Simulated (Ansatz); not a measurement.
# C2H6Al: the cost of one run

Method: RKS PBE0/def2-SVP, in Ansatz 0.2.0.

## 1. The starting structure

Bond lengths: C1–C2 1.535 Å, C2–Al3 1.898 Å, C1–H4 1.103 Å, C1–H5 1.103 Å, C1–H6 1.095 Å, C2–H7 1.120 Å, Al3–H8 1.619 Å, Al3–H9 1.650 Å. Angles: C1–C2–Al3 121.3°, C1–C2–H7 107.2°, Al3–C2–H7 109.8°, C2–C1–H4 116.1°, C2–C1–H5 110.4°, C2–C1–H6 110.7°, H4–C1–H5 105.7°, H4–C1–H6 106.5°, H5–C1–H6 107.0°, C2–Al3–H8 122.0°, C2–Al3–H9 140.7°, H8–Al3–H9 97.3°.

As a file:

```xyz
9

C    -0.0557    1.0876   -0.8577
C     0.1986   -0.4005   -0.5776
Al    0.1397   -1.0956    1.1873
H    -1.0928    1.4368   -0.7186
H     0.2039    1.3331   -1.9017
H     0.5721    1.7145   -0.2155
H    -0.4908   -0.9843   -1.2390
H     1.2751   -2.1032    1.7504
H    -0.7500   -0.9883    2.5723
```

## 2. Relaxing end A

Input file input.yaml:

```yaml
crystal:
  periodic: [false, false, false]
  atoms:
    - { symbol: C, position_ang: [-0.05571, 1.08758, -0.85767] }
    - { symbol: C, position_ang: [0.19861, -0.40053, -0.57757] }
    - { symbol: Al, position_ang: [0.13969, -1.09556, 1.18729] }
    - { symbol: H, position_ang: [-1.09283, 1.43683, -0.71863] }
    - { symbol: H, position_ang: [0.20393, 1.33305, -1.90172] }
    - { symbol: H, position_ang: [0.57208, 1.71445, -0.2155] }
    - { symbol: H, position_ang: [-0.49079, -0.98429, -1.23896] }
    - { symbol: H, position_ang: [1.27506, -2.1032, 1.75043] }
    - { symbol: H, position_ang: [-0.75004, -0.98833, 2.57234] }
total_charge: -1
basis:
  gaussian: { orbitals: def2-SVP }
hamiltonian:
  xc: pbe0
relax:
  f_tol: 0.015
  max_steps: 40
output:
  orbitals: {}
```

Launch:

```sh
> ansatz run input.yaml --threads 1 --pin off --max-ram 2048MiB --backend cpu --events-out ev --progress --plain --runs-dir out
```

Q: Estimate wall time and peak memory on 1 thread of Intel Xeon at 2.50GHz (Skylake/Cascade Lake), shared host.

About 65 s, with a peak of 0.15 GiB.
